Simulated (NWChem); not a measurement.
# [NH2]− (SMILES [NH2-]): PBE0/def2-QZVPD

Aim: the vertical ionisation energy of [NH2]− at PBE0/def2-QZVPD, from 2 runs. 

The results are computed with NWChem 7.3.0.

## 1. Starting point

[NH2]− has 3 atoms, charge -1, and is taken as a singlet. SMILES: `[NH2-]`. The shape is that of a PBE0-D4/def2-TZVPD optimisation.

Bond lengths: N1–H2 1.027 Å, N1–H3 1.027 Å. Angles: H2–N1–H3 101.8°.

## 2. The energy at PBE0/def2-QZVPD

run.nw reads:

```
start run
title "H2N"
memory total 2200 mb
charge -1

geometry noautosym nocenter noautoz
 N        0.342200      -0.203000       0.168700
 H        0.125500       0.801200       0.156000
 H       -0.467700      -0.598200      -0.324700
end

basis spherical bse
 * library def2-QZVPD
end

dft
 xc pbe0
 grid fine
 convergence energy 1e-08
 maxiter 100
 mulliken
 print low
end

task dft energy
```

The run is started by

```bash
$ nwchem run.nw > run.out
```

The log of the run:

```text
[...]
 d= 0,ls=0.0,diis     1    -55.5920406948 -6.31D+01  2.21D-02  2.76D+00     4.0
[...]
 d= 0,ls=0.0,diis     8    -55.8572320499 -2.49D-09  8.10D-07  4.48D-09    27.5
         Total DFT energy =      -55.857232049943
      One electron energy =      -93.323082355765
           Coulomb energy =       37.649907847219
    Exchange-Corr. energy =       -7.726910503741
 Nuclear repulsion energy =        7.542852962344
[...]
      Total Density - Mulliken Population Analysis
     ---------------------------------------------
    Atom       Charge   Shell Charges
 -----------   ------   -------------------------------------------------------
    1 N    7     7.47   1.06 -0.00  0.68  0.23  0.43  0.89  0.47  0.17  0.93  1.22  1.25  0.15  0.00  0.01  0.01 -0.02  0.00  0.00  0.00
    2 H    1     1.26   0.12  0.36  0.33  0.14  0.00  0.02  0.03  0.26  0.00  0.00  0.00
    3 H    1     1.26   0.12  0.36  0.33  0.14  0.00  0.02  0.03  0.26  0.00  0.00  0.00
[...]
```

Wall time 28 s (1 thread of Intel Xeon Platinum 8259CL at 2.50GHz (Skylake/Cascade Lake), shared host); peak memory 0.13 GiB.

## 3. Doublet neutral NH2, same level

h2n.nw reads:

```
start h2n
title "H2N"
memory 2200 mb
geometry units angstrom noautosym nocenter noautoz
  N        0.342200      -0.203000       0.168700
  H        0.125500       0.801200       0.156000
  H       -0.467700      -0.598200      -0.324700
end
basis spherical bse
  * library def2-QZVPD
end
dft
  xc pbe0
  mult 2
  grid fine
  convergence energy 1e-08
  maxiter 100
  mulliken
  print low
end
task dft energy
```

The run is started by

```bash
$ nwchem h2n.nw > h2n.out
```

The log of the run:

```text
[...]
 d= 0,ls=0.0,diis     1    -55.8241410889 -6.34D+01  7.88D-04  9.82D-02     4.8
[...]
 d= 0,ls=0.0,diis     8    -55.8407568192 -5.77D-09  3.08D-07  1.80D-09    34.1
[...]
         Total DFT energy =      -55.840756819215
      One electron energy =      -90.189957311842
           Coulomb energy =       34.331531280282
    Exchange-Corr. energy =       -7.525183749999
 Nuclear repulsion energy =        7.542852962344
[...]
      Total Density - Mulliken Population Analysis
     ---------------------------------------------
    Atom       Charge   Shell Charges
 -----------   ------   -------------------------------------------------------
    1 N    7     7.28   1.06 -0.00  0.68  0.23  0.45  0.97  0.41  0.05  0.91  1.19  1.05  0.28  0.00  0.01  0.01  0.00  0.00 -0.00 -0.00
    2 H    1     0.86   0.12  0.36  0.27  0.03  0.00  0.02  0.03  0.01  0.00  0.01  0.00
    3 H    1     0.86   0.12  0.36  0.27  0.03  0.00  0.02  0.03  0.01  0.00  0.01  0.00
[...]
      <S2> =      0.7538 (Exact =     0.7500)
[...]
```

Run time: 35 s. Hardware: 1 thread of Intel Xeon Platinum 8259CL at 2.50GHz (Skylake/Cascade Lake), shared host; peak memory 0.13 GiB.

## 4. What came out

At PBE0/def2-QZVPD:

| quantity | value |
| --- | --- |
| singlet [NH2]−: total energy | -55.85723 Eh |
| doublet neutral NH2: total energy | -55.84076 Eh |
| doublet neutral NH2: ⟨S²⟩ | 0.754 |
| vertical detachment energy (to the doublet neutral) | 0.448 eV |

**Reading.** The vertical ionisation energy comes to 0.45 eV (43.3 kJ/mol). Mulliken charges (singlet [NH2]−) run from -0.47 on N1 to -0.26 on H2; in a basis this large or diffuse they mean little. Mulliken charges (doublet neutral NH2) run from -0.28 on N1 to +0.14 on H2; in a basis this large or diffuse they mean little.
